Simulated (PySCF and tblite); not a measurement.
Values are calculated unless marked as measured or tabulated.
# Rotation: stationary points, barriers and rates

System: C₃H₃FO, numbered as in [CH2:1]=[C:2]([F:3])[CH:4]=[O:5].

Motion: rotation about the C2–C4 bond (torsion C1–C2–C4–O5 from 0° to 180°, rising). Level: PBE0/pcSseg-1 + D3(BJ) on B3LYP-D3(BJ)/def2-SVP stationary points, with GFN2-xTB thermal terms. Rate constants are transition-state-theory values, counting equivalent paths, without tunnelling. Programs: tblite and PySCF.

```csv
point,symmetry,E(GFN2) kcal/mol,E(DFT) kcal/mol,ZPE change kcal/mol,lowest mode cm⁻¹,dipole D
start,Cs,0.0,0.0,0.00,151,1.47
saddle,C1,8.0,10.0,-0.34,162i,2.51
end,Cs,2.9,0.4,0.01,128,3.65
```

- Electronic barrier: 9.9 kcal/mol
- Barrier with zero-point energy: 9.6 kcal/mol
- ΔH‡ (298 K): 9.3 kcal/mol
- ΔS‡ (298 K, symmetry apart): -2.0 cal/(mol K)
- Paths: 2 equivalent paths
- End point: a different minimum
- Mean lifetime of the start against this motion at 298 K: 1.4 µs
- Cost: 50 s on 1 thread of Intel Xeon @ 2.80GHz (shared host) (rough), peak memory 0.47 GiB, launched as `OMP_NUM_THREADS=1 python ens_run.py task.json out`

```
T/K  ΔG‡ kcal/mol    k s⁻¹  ΔG kcal/mol  k back s⁻¹
150           9.7     0.05          0.4        0.21
200           9.7      191          0.4         568
250           9.8  2.8×10⁴          0.4     6.6×10⁴
298           9.9  6.9×10⁵          0.4     1.4×10⁶
350          10.0  8.3×10⁶          0.4     1.5×10⁷
400          10.1    5×10⁷          0.4     8.5×10⁷
500          10.4  6.1×10⁸          0.4     9.5×10⁸
```

ΔG and ΔG‡ leave out symmetry numbers and mirror images; rates count paths: 2 out, 2 back.
